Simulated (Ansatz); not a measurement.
**B–O–GeH, triplet in cc-pVDZ: errors against UCCSDT(Q)**

Geometry: that of the B–O–GeH, singlet, kept fixed. The singlet lies 1.9 eV lower here.

```yaml
atoms:
  - { symbol: B, position_ang: [0.0000, -0.1870, 2.3974] }
  - { symbol: O, position_ang: [0.0000, 0.2753, 1.2018] }
  - { symbol: Ge, position_ang: [0.0000, -0.0537, -0.6084] }
  - { symbol: H, position_ang: [0.0000, 1.5080, -0.9449] }
```

Basis cc-pVDZ; Ansatz 0.2.0. Correlated methods freeze the noble-gas cores and the filled d shells of p-block atoms, which leaves 14 electrons in 44 orbitals. R marks a restricted (for open shells ROHF) determinant, U an unrestricted one. No spin–orbit coupling is included, and no scalar relativity.

Full CI isn't at hand for all of this; UCCSDT(Q) serves as the reference, and is uncertain by about the last step of the cluster series. The frozen core follows each run's orbitals, which can shift R against U totals by a few meV for light atoms and by up to 0.1 eV past Ca.

```
UHF ⟨S²⟩                          : 2.017
T1 diagnostic (RCCSD)             : 0.0285
largest doubles amplitude (RCCSD) : 0.091
T1 diagnostic (UCCSD)             : 0.0244
```

```csv
level,E − E(UCCSDT(Q)) (kJ/mol),wall time
UHF,900.1,–
UMP2,107.1,–
UCCSD,34.3,–
UCCSD(T),6.0,24 s
UCCSDT,3.0,–
```

Run but not shown, since their state, orbitals or frozen core can't be matched to the reference's or they repeat it: RHF, RMP2, RCCSD, RCCSD(T), BCCD(T), RCCSDT, RCCSDT(Q).

Times hold each run's SCF and search for its determinant on a shared host, so for small cases they say little of a method's own cost; they ran on 1 thread of AMD EPYC 7R13. Some runs computed forces too.
